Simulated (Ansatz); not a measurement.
HCSi, doublet: reading a ladder of total energies

Geometry: a PBE0/def2-TZVP stationary point for this spin, not checked as a minimum.

```xyz
3

Si    0.0000    0.0000    1.4814
C     0.0000    0.0000   -0.2010
H     0.0000    0.0000   -1.2804
```

Basis 6-31G; Ansatz 0.2.0. Correlated methods freeze the noble-gas cores, which leaves 9 electrons in 18 orbitals. R marks a restricted (for open shells ROHF) determinant.

Full CI is exact within this basis and frozen core; it isn't the basis-set limit.

Runs differ by some tens of microhartree through their thresholds and, for an open shell, their frozen cores, so steps under 0.03 kcal/mol mean nothing.

```
    level  total energy (hartree)
      RHF             -327.192181
     RMP2             -327.313662
    RCCSD             -327.333901
 RCCSD(T)             -327.338998
   RCCSDT             -327.339897
RCCSDT(Q)             -327.340517
  RCCSDTQ             -327.340519
  full CI             -327.340594
```

**Question.** What is the correlation energy at full CI, and what share of it do RMP2 and RCCSDT recover?

**Answer.** E(corr) = -327.340594 − (-327.192181) = -0.148413 hartree = -4.039 eV. RMP2: -0.121481 / -0.148413 = 81.85 %. RCCSDT: -0.147716 / -0.148413 = 99.53 %.

**Question.** By how many kcal/mol does RCCSD(T) miss full CI (1 hartree = 627.509 kcal/mol), and which steps make up the rest?

**Answer.** -327.338998 − (-327.340594) = 0.001596 hartree = 1.00 kcal/mol. Steps: RCCSDT − RCCSD(T) = -0.56, RCCSDT(Q) − RCCSDT = -0.39, RCCSDTQ − RCCSDT(Q) = 0.00, full CI − RCCSDTQ = -0.05 kcal/mol. With more than one leading determinant such errors change with state and geometry, and needn't cancel in differences.
